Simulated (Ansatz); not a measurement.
# C3H5N: one species, many methods

One table from this session's results is given with a row withheld; the runs are named, their logs left out.

Program: Ansatz 0.2.0, Gaussian basis. Level of theory: functionals in def2-TZVPP, the program's frozen cores in correlated methods. These are calculated values, not measurements.

Plan: LDA (SPW92), PBE-D4, revPBE-D4, BLYP-D4, r2SCAN-D4, B97M-V, PBE0-D4, B3LYP-D4, r2SCANh-D4, r2SCAN0-D4, HSE06-D4, BHLYP-D4, CAM-B3LYP-D4, LC-ωPBE, ωB97X-V, ωB97M-V, B2PLYP, PBE-QIDH; CCSD(T)/def2-SVP; CCSD(T)/def2-TZVPP; MP2/def2-QZVPP; extrapolation to the limit; RPA on PBE.

**Structure used throughout**

The geometry comes from an earlier relaxation with PBE0-D4 in a triple-zeta def2 set; it is a stationary point, not always the lowest conformer.

9 atoms, charge 0, spin multiplicity 1.

Atoms are counted from 1 here; the program's logs count them from 0.

Bond lengths: C1–C2 1.328 Å, C1–H5 1.082 Å, C1–H6 1.083 Å, C2–N3 1.393 Å, C2–H7 1.094 Å, N3–C4 1.266 Å, C4–H8 1.088 Å, C4–H9 1.098 Å. Angles: C2–C1–H5 121.1°, C2–C1–H6 120.3°, H5–C1–H6 118.7°, C1–C2–N3 121.2°, C1–C2–H7 121.0°, N3–C2–H7 117.8°, C2–N3–C4 117.6°, N3–C4–H8 119.3°, N3–C4–H9 123.1°, H8–C4–H9 117.6°.

Geometry (Å):

```csv
atom,x (Å),y (Å),z (Å)
C1,-0.27222,1.48501,-0.85187
C2,0.15054,0.30221,-0.41935
N3,-0.39583,-0.28841,0.71737
C4,0.05908,-1.41623,1.06792
H5,0.15425,1.94171,-1.73555
H6,-1.05585,2.01219,-0.32115
H7,0.94127,-0.24068,-0.94609
H8,-0.34742,-1.90335,1.95179
H9,0.85468,-1.93864,0.51984
```

Set-up of the first run:

in.yaml reads:

```yaml
crystal:
  periodic: [false, false, false]
  atoms:
    - {symbol: C, position_ang: [-0.272218, 1.485015, -0.851872]}
    - {symbol: C, position_ang: [0.150539, 0.302207, -0.419347]}
    - {symbol: N, position_ang: [-0.395834, -0.288412, 0.717369]}
    - {symbol: C, position_ang: [0.059077, -1.416235, 1.067923]}
    - {symbol: H, position_ang: [0.154250, 1.941707, -1.735547]}
    - {symbol: H, position_ang: [-1.055854, 2.012186, -0.321154]}
    - {symbol: H, position_ang: [0.941271, -0.240683, -0.946093]}
    - {symbol: H, position_ang: [-0.347416, -1.903347, 1.951785]}
    - {symbol: H, position_ang: [0.854684, -1.938636, 0.519838]}
basis:
  gaussian: {orbitals: def2-TZVPP}
hamiltonian: {xc: lda}
output: {orbitals: {seedname: orbitals}}
```

Run with:

```console
> ansatz run in.yaml --threads 2 --pin off --events-out ev --progress --plain --max-ram 4352MiB
```

Steps of the session up to this table: LDA; PBE-D4 (GGA); revPBE-D4 (GGA); BLYP-D4 (GGA); r2SCAN-D4 (meta-GGA); B97M-V (meta-GGA); PBE0-D4 (hybrid); B3LYP-D4 (hybrid); r2SCANh-D4 (hybrid); r2SCAN0-D4 (hybrid); HSE06-D4 (hybrid); BHLYP-D4 (hybrid); CAM-B3LYP-D4 (range-separated); LC-ωPBE (range-separated); ωB97X-V (range-separated); ωB97M-V (range-separated); B2PLYP (double hybrid); PBE-QIDH (double hybrid).

One table of the session follows, with a row left open; its other results are not shown here.

It belongs to the step «Orbital energies across the functionals». 

| functional | HOMO (eV) | gap (eV) |
| --- | --- | --- |
| LDA (SPW92) | -6.21 | 3.71 |
| PBE-D4 | -6.13 | 3.87 |
| revPBE-D4 | ? | ? |
| BLYP-D4 | -6.05 | 3.93 |
| r2SCAN-D4 | -6.44 | 4.37 |
| B97M-V | -6.47 | 4.50 |
| PBE0-D4 | -7.34 | 6.11 |
| B3LYP-D4 | -7.13 | 5.66 |
| r2SCANh-D4 | -6.88 | 5.18 |
| r2SCAN0-D4 | -7.45 | 6.31 |
| HSE06-D4 | -6.94 | 5.33 |
| BHLYP-D4 | -8.16 | 8.07 |
| CAM-B3LYP-D4 | -8.59 | 8.50 |
| LC-ωPBE | -9.95 | 11.01 |
| ωB97X-V | -9.54 | 10.55 |
| ωB97M-V | -9.47 | 10.37 |

**Question.** Estimate the row for revPBE-D4.

As computed: HOMO (eV): -6.08; gap (eV): 3.92. In the column «HOMO (eV)» it lies between PBE-D4 (-6.13) and BLYP-D4 (-6.05).
